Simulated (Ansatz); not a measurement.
A made-up structure of MgSiNH$_{3}$, singlet:

```
6
angstrom
N -0.5443 -0.9052 -0.1441
Mg 1.1766 -1.7380 0.0330
Si 0.3608 0.5554 0.0924
H 2.2823 -3.0477 0.1765
H 0.4418 1.5555 -1.0220
H 0.1123 1.3796 1.3201
```

It is relaxed with PBE-D4/def2-SVP and then PBE0-D4/def2-TZVP (Ansatz 0.2.0). Atoms count as bonded within 1.22 times the sum of their covalent radii (H–H: 0.88 Å). The end point is not checked to be a true minimum.

**Question.** Does its bonding change? (Judge from chemistry; the calculation decides.)

**Answer.** The calculation gives: Yes. Formed: none; broken: Mg2–Si3.

Where it ends: The first stage lowers the energy by 1.73 eV in 11 steps. It ends as MgSiNH₃ ([MgH][N][SiH2]):
| atom | x (Å) | y (Å) | z (Å) |
| --- | --- | --- | --- |
| N1 | 0.6991 | -0.5223 | 0.0694 |
| Mg2 | 1.3940 | -2.2624 | 0.0629 |
| Si3 | 0.1169 | 0.9400 | 0.0839 |
| H4 | 2.0240 | -3.8383 | 0.0565 |
| H5 | -0.0267 | 1.8226 | -1.1089 |
| H6 | -0.3778 | 1.6598 | 1.2921 |

Labels in which every atom is bracketed show which atoms are joined, not bond orders.

For scale, one of the runs: PBE0-D4/def2-TZVP relaxation, 118 basis functions, launched by `ansatz run in.yaml --threads 2 --pin off --events-out ev --progress --plain --max-ram 4352MiB`. The run took about 13 s on 2 CPU threads of an Intel Xeon Platinum 8259CL (shared host).
